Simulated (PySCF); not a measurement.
**cyclopropanecarboxamide (SMILES NC(=O)C1CC1)**

Geometry:
```json
{"atom": "N1", "x (Å)": "2.136", "y (Å)": "-0.118", "z (Å)": "0.582"}
{"atom": "C2", "x (Å)": "0.811", "y (Å)": "0.119", "z (Å)": "0.749"}
{"atom": "O3", "x (Å)": "0.351", "y (Å)": "0.508", "z (Å)": "1.804"}
{"atom": "C4", "x (Å)": "-0.033", "y (Å)": "-0.135", "z (Å)": "-0.450"}
{"atom": "C5", "x (Å)": "-1.427", "y (Å)": "-0.648", "z (Å)": "-0.198"}
{"atom": "C6", "x (Å)": "-1.233", "y (Å)": "0.758", "z (Å)": "-0.631"}
{"atom": "H7", "x (Å)": "2.752", "y (Å)": "0.043", "z (Å)": "1.360"}
{"atom": "H8", "x (Å)": "2.517", "y (Å)": "-0.432", "z (Å)": "-0.291"}
{"atom": "H9", "x (Å)": "0.470", "y (Å)": "-0.479", "z (Å)": "-1.346"}
{"atom": "H10", "x (Å)": "-1.682", "y (Å)": "-0.815", "z (Å)": "0.840"}
{"atom": "H11", "x (Å)": "-1.824", "y (Å)": "-1.363", "z (Å)": "-0.907"}
{"atom": "H12", "x (Å)": "-1.494", "y (Å)": "1.034", "z (Å)": "-1.644"}
{"atom": "H13", "x (Å)": "-1.357", "y (Å)": "1.528", "z (Å)": "0.120"}
```

Method used: TDDFT CAM-B3LYP/def2-TZVPD excited states, vertical, gas phase (PySCF 2.14.0). Geometry: PBE0-D3(BJ)/def2-TZVP.

Question: How strongly do the lowest singlets absorb one photon, and two photons of half the energy?

Answer: δ for parallel linear polarisation; σ at the peak of a Lorentzian of half width 0.1 eV, single beam; Ω is circular over linear.
| state | E (eV) | f | photon λ (nm) | δ (au) | σ (GM) | Ω | main |
| --- | --- | --- | --- | --- | --- | --- | --- |
| S1 | 5.88 | 0.000 | 422 | 0.35 | 0.00 | 1.50 | HOMO→LUMO+4 0.78, HOMO→LUMO+3 0.14 |
| S2 | 6.83 | 0.014 | 363 | 28.9 | 0.49 | 1.50 | HOMO−1→LUMO 0.82, HOMO−1→LUMO+1 0.10 |
| S3 | 6.92 | 0.029 | 358 | 92 | 1.61 | 0.47 | HOMO→LUMO 0.81 |
| S4 | 7.54 | 0.078 | 329 | 57.3 | 1.20 | 0.41 | HOMO−1→LUMO+4 0.53, HOMO→LUMO+1 0.20 |
| S5 | 7.66 | 0.030 | 324 | 52 | 1.12 | 1.49 | HOMO→LUMO+2 0.71, HOMO−1→LUMO+4 0.10 |
| S6 | 7.72 | 0.000 | 321 | 10.4 | 0.23 | 1.50 | HOMO−2→LUMO 0.73, HOMO−2→LUMO+1 0.13 |

Among these, the strongest one-photon state is S4, the strongest two-photon state S3, with a dipole change of 6.0 D (relaxed, norm of the difference vector).
